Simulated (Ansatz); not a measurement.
**CH₃O+: geometry and frequencies at several levels**

The task here is to estimate one member of a computed series from the others.

Computed with Ansatz 0.2.0 (the levels named in each step, unless a step's input says otherwise).

### The system as given

Bond lengths: C1–O2 1.240 Å, C1–H3 1.090 Å, C1–H4 1.092 Å, O2–H5 0.979 Å. Angles: C1–O2–H5 116.1°, O2–C1–H3 115.9°, O2–C1–H4 121.8°, H3–C1–H4 122.3°.

Structure file:

```xyz
5

C    -0.6251    0.2043   -0.0014
O     0.5285   -0.2506    0.0045
H    -1.4276   -0.5327    0.0399
H    -0.8201    1.2783   -0.0453
H     1.2519    0.4085   -0.0326
```

Set-up of the first run:

File input.yaml:

```yaml
crystal:
  periodic: [false, false, false]
  atoms:
    - { symbol: C, position_ang: [-0.62507861, 0.20428103, -0.00136504] }
    - { symbol: O, position_ang: [0.52853835, -0.25059226, 0.00453671] }
    - { symbol: H, position_ang: [-1.42763511, -0.53267153, 0.03986209] }
    - { symbol: H, position_ang: [-0.82013273, 1.27830407, -0.04525686] }
    - { symbol: H, position_ang: [1.2518581, 0.40848869, -0.0325669] }
total_charge: 1
basis:
  gaussian: { orbitals: def2-TZVPP }
hamiltonian:
  xc: pbe0
  dispersion: d4
phonons: {}
```

Started as:

```console
$ ansatz run input.yaml --threads 2 --pin off --max-ram 5120MiB --backend cpu --events-out ev --progress --plain --runs-dir out
```

Among the steps run: Frequencies, PBE0-D4/def2-TZVPP; Relaxation, PBE-D4/def2-TZVPP; Frequencies, PBE-D4/def2-TZVPP; Relaxation, r2SCAN-D4/def2-TZVPP; Frequencies, r2SCAN-D4/def2-TZVPP; Relaxation, B3LYP-D4/def2-TZVPP; Frequencies, B3LYP-D4/def2-TZVPP; Relaxation, B2PLYP/def2-TZVPP; Frequencies, B2PLYP/def2-TZVPP.

One of the session's tables, all rows but one given; the rest of the session is left out.

```
               level  C1–O2 (Å)  highest frequency (cm⁻¹)
   PBE-D4/def2-TZVPP     1.2540                      3465
r2SCAN-D4/def2-TZVPP     1.2459                      3573
 B3LYP-D4/def2-TZVPP          ?                         ?
   B2PLYP/def2-TZVPP     1.2472                      3601
```

Estimate the missing values for B3LYP-D4/def2-TZVPP.

**Answer.** C1–O2 (Å): 1.2446; highest frequency (cm⁻¹): 3578. In the column «C1–O2 (Å)» it is the lowest.
